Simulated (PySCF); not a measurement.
## Shieldings and the share of exact exchange

Molecule: `InChI=1S/H5NSSi/c1-3-2/h2H,1,3H2`.

Bonds (- single, = double, # triple, : aromatic): N1-Si2 1.719 Å, Si2-S3 2.147 Å. N1 carries H4, H5; Si2 carries H6, H7; S3 carries H8.

GIAO shieldings (ppm, equivalent atoms averaged) in PySCF 2.14.0 with density-fitted response routines on the PBE0-D3(BJ)/def2-SVP geometry, basis pcSseg-2, gas phase, non-relativistic:

```tsv
functional	exact exchange (%)	σ(N1)	σ(Si2)
BLYP	0	228.5	343.0
BP86	0	232.5	352.6
PBE	0	232.7	353.7
B3LYP	20	233.8	356.1
mPW1PW91	25	238.4	368.7
BHandHLYP	50	240.0	376.2
HF	100	248.4	414.1
```

Problem. Fit each shielding as a line in the percentage of exact exchange.

Solution. σ(N1) = 231.5 + 0.17 x (rms 1.7 ppm); σ(Si2) = 348.7 + 0.63 x (rms 4.5 ppm). The functionals also differ in their semilocal parts, which the line can't hold; Hartree–Fock has no correlation at all.

Problem. What does the line predict for PBE0 (25 %), and what does the run give?

Solution. σ(N1): 235.8 predicted, 238.9 computed; σ(Si2): 364.4 predicted, 369.9 computed ppm.
